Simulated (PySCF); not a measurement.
## BH: energy against distance

Set-up: basis B pcseg-1, H pcseg-1; no relativity; PySCF 2.14. Energies in eV from B + H in their ground configurations at the same level. State: ¹Σ⁺ (singlet), closed shell.

All columns are PBE0. A positive dipole means B(−)H(+).

| R (Å) | E (eV) | μ (D) | Mulliken charge on B (basis-dependent) | HOMO (eV) | LUMO (eV) | Mayer bond order | ⟨S²⟩ |
| --- | --- | --- | --- | --- | --- | --- | --- |
| 1.073 | -3.073 | 1.96 | -0.02 | -6.37 | -2.16 | 0.76 | 0.00 |
| 1.123 | -3.285 | 1.83 | -0.01 | -6.43 | -2.19 | 0.79 | 0.00 |
| 1.173 | -3.408 | 1.69 | 0.01 | -6.50 | -2.21 | 0.81 | 0.00 |
| 1.211 | -3.454 | 1.58 | 0.02 | -6.55 | -2.24 | 0.83 | 0.00 |
| 1.248 | -3.468 | 1.46 | 0.03 | -6.60 | -2.26 | 0.84 | 0.00 |
| 1.285 | -3.455 | 1.34 | 0.04 | -6.65 | -2.29 | 0.85 | 0.00 |
| 1.335 | -3.404 | 1.18 | 0.05 | -6.71 | -2.33 | 0.87 | 0.00 |
| 1.398 | -3.299 | 0.97 | 0.06 | -6.78 | -2.38 | 0.88 | 0.00 |
| 1.473 | -3.132 | 0.71 | 0.07 | -6.86 | -2.45 | 0.90 | 0.00 |
| 1.573 | -2.864 | 0.36 | 0.09 | -6.94 | -2.55 | 0.91 | 0.00 |

A fit through these points gives, at Re = 1.247 Å, μ = 1.47 D and dμ/dR = -3.14 D/Å; the reduced mass is 0.9233 u.

**Question.** How strong is the fundamental in the double-harmonic approximation, I = 42.26·(dμ/dR)²/μred km/mol?

**Answer.** I = 42.26·(-3.14)²/0.9233 = 451 km/mol at PBE0.
